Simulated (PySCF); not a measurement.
# Which functional comes closest?

Molecule: SMILES O=P(O)(O)O, H3O4P.

Molfile (atoms numbered from 1):
```
H3O4P
     RDKit          3D

  8  7  0  0  0  0  0  0  0  0999 V2000
   -1.1287    0.9902    0.6319 O   0  0  0  0  0  0  0  0  0  0  0  0
   -0.1087    0.0942    0.0524 P   0  0  0  0  0  5  0  0  0  0  0  0
   -0.6305   -0.9902   -1.0076 O   0  0  0  0  0  0  0  0  0  0  0  0
    1.0776    0.8011   -0.7641 O   0  0  0  0  0  0  0  0  0  0  0  0
    0.7020   -0.8236    1.0897 O   0  0  0  0  0  0  0  0  0  0  0  0
   -1.3573   -0.6337   -1.5340 H   0  0  0  0  0  0  0  0  0  0  0  0
    1.3194    1.6433   -0.3583 H   0  0  0  0  0  0  0  0  0  0  0  0
    0.1443   -1.0625    1.8410 H   0  0  0  0  0  0  0  0  0  0  0  0
  1  2  2  0
  2  3  1  0
  2  4  1  0
  2  5  1  0
  3  6  1  0
  4  7  1  0
  5  8  1  0
M  END
```

Geometry PBE0-D3(BJ)/def2-SVP throughout; GIAO in PySCF 2.14, gas phase, one conformer, non-relativistic; equivalent atoms averaged; basis pcSseg-2.

Reference values (measured; liquid; Jackowski, Wilczek, Molecules 2024, 29, 2617): σ(P2) = 328.4 ppm.

How do the functionals HF, LDA, PBE, BLYP, BP86, OPBE, KT2, KT3, B97-D, B3LYP, PBE0, mPW1PW91, WP04, B97-2, BHandHLYP, CAM-B3LYP, wB97X-D, LC-wPBE perform against the reference? Times are CPU seconds on shared hosts with different chips, so compare them loosely; the GGAs took longer than the global hybrids here, which isn't the general rule, and the cause wasn't traced.

## Answers


```tsv
functional	kind	P2	abs. error P	core-s
HF	Hartree–Fock	343.9	15.5	13
LDA	LDA	259.1	69.3	33
PBE	GGA	281.8	46.6	36
BLYP	GGA	271.3	57.1	38
BP86	GGA	280.3	48.1	44
OPBE	GGA	312.4	16.0	42
KT2	GGA	313.1	15.3	46
KT3	GGA	321.6	6.8	49
B97-D	GGA	294.6	33.8	48
B3LYP	global hybrid	283.3	45.1	24
PBE0	global hybrid	296.6	31.8	25
mPW1PW91	global hybrid	295.0	33.4	23
WP04	global hybrid	287.6	40.8	17
B97-2	global hybrid	303.0	25.4	19
BHandHLYP	global hybrid	303.5	24.9	18
CAM-B3LYP	range-separated hybrid	283.5	44.9	28
wB97X-D	range-separated hybrid	293.1	35.3	22
LC-wPBE	range-separated hybrid	291.7	36.7	30
```

For $^{31}$P the closest is KT3 (6.8 ppm) and the furthest LDA (69.3 ppm). One molecule is a small sample, and vibrational and solvent effects are absent from the calculation.
